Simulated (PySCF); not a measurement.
Methyl thiocyanate, C2H3NS.
SMILES: `S(C#N)C`

The closed-shell ground state was solved at several levels (PySCF, density fitting, gas phase, non-relativistic). Isolated species at its PBE0-D3(BJ)/def2-SVP geometry, gas phase.

```
              level  basis functions  total energy (Eh)  HOMO (eV)  LUMO (eV)  gap (eV)  dipole (D)
B3LYP/aug-cc-pVTZ-J              266          -531.0322      -7.46      -1.31      6.15        4.30
      PBE0/pcSseg-1               90          -530.6001      -7.73      -0.77      6.96        4.21
    B3LYP/def2-TZVP              148          -531.0193      -7.43      -1.12      6.31        4.29
   wB97X-D/pcSseg-2              193          -530.9536      -9.52       0.86     10.38        4.30
     PBE0/def2-SVPD              111          -530.4182      -7.72      -0.90      6.82        4.25
      B3LYP/cc-pVTZ              166          -531.0191      -7.41      -1.03      6.38        4.21
```

What might B3LYP/6-31G* (66 basis functions) give for the same quantities?

Total energy -530.9247 Eh, HOMO -7.24 eV, LUMO -0.70 eV, gap 6.54 eV, dipole 4.02 D.

Over all these levels, which gives the widest orbital gap and which the narrowest?

wB97X-D/pcSseg-2 (range-separated hybrid) has the widest, 10.38 eV, and B3LYP/aug-cc-pVTZ-J (global hybrid, 20 % exact exchange) the narrowest, 6.15 eV. Functional and basis both differ between the two, so the spread mixes both effects.

How much does the basis alone move the frontier levels among the 4 B3LYP rows (the withheld one included)?

The HOMO by 0.22 eV and the LUMO by 0.61 eV. By rising basis size (HOMO, LUMO in eV): 6-31G* -7.24, -0.70; def2-TZVP -7.43, -1.12; cc-pVTZ -7.41, -1.03; aug-cc-pVTZ-J -7.46, -1.31.

How far do the dipole and the HOMO energy spread over the levels?

The dipole runs from 4.02 to 4.30 D (mean 4.23 D) and the HOMO from -9.52 to -7.24 eV.

wB97X-D is run here without its empirical dispersion term; that term would change no orbital, density or response property at a fixed geometry.
